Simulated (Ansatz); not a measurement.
C$_{5}$H$_{7}$F, SMILES `C=CC(=C)CF` at its PBE0-D4/def2-TZVP geometry, where that method's forces vanish. Total charge 0; spin multiplicity 1.

| atom | x (Å) | y (Å) | z (Å) |
| --- | --- | --- | --- |
| C1 | -1.184 | -1.615 | 0.144 |
| C2 | -1.055 | -0.314 | 0.402 |
| C3 | 0.100 | 0.513 | 0.080 |
| C4 | 0.126 | 1.811 | 0.384 |
| C5 | 1.252 | -0.152 | -0.605 |
| F6 | 2.280 | 0.728 | -0.855 |
| H7 | -2.083 | -2.151 | 0.422 |
| H8 | -0.410 | -2.194 | -0.347 |
| H9 | -1.870 | 0.207 | 0.898 |
| H10 | -0.718 | 2.278 | 0.879 |
| H11 | 0.980 | 2.430 | 0.147 |
| H12 | 0.933 | -0.578 | -1.563 |
| H13 | 1.648 | -0.964 | 0.016 |

**Question.** For each bond, give half the difference of the two atoms' forces along it (eV/Å; positive pushes the atoms apart) under PBE-D4, r2SCAN-D4, B3LYP-D4, ωB97M-V in def2-TZVPP. (Best estimate.)

**Answer.** Computed: 
```tsv
bond	length (Å)	PBE-D4	r2SCAN-D4	B3LYP-D4	ωB97M-V
C1–C2	1.332	0.42	0.25	0.12	-0.19
C1–H7	1.083	-0.01	-0.08	-0.10	-0.02
C1–H8	1.084	0.01	-0.09	-0.08	-0.02
C2–C3	1.457	-0.34	-0.17	0.02	0.45
C2–H9	1.087	0.06	-0.05	-0.11	-0.13
C3–C4	1.333	0.45	0.25	0.06	-0.28
C3–C5	1.496	-0.13	-0.03	0.07	0.09
C4–H10	1.084	0.00	-0.07	-0.08	-0.01
C4–H11	1.082	-0.01	-0.10	-0.10	-0.02
C5–F6	1.376	0.51	0.33	0.40	0.28
C5–H12	1.096	0.09	-0.06	-0.14	-0.16
C5–H13	1.096	0.09	-0.06	-0.14	-0.16
```

B3LYP here is the variant with VWN-RPA as its local correlation; programs differ in this.
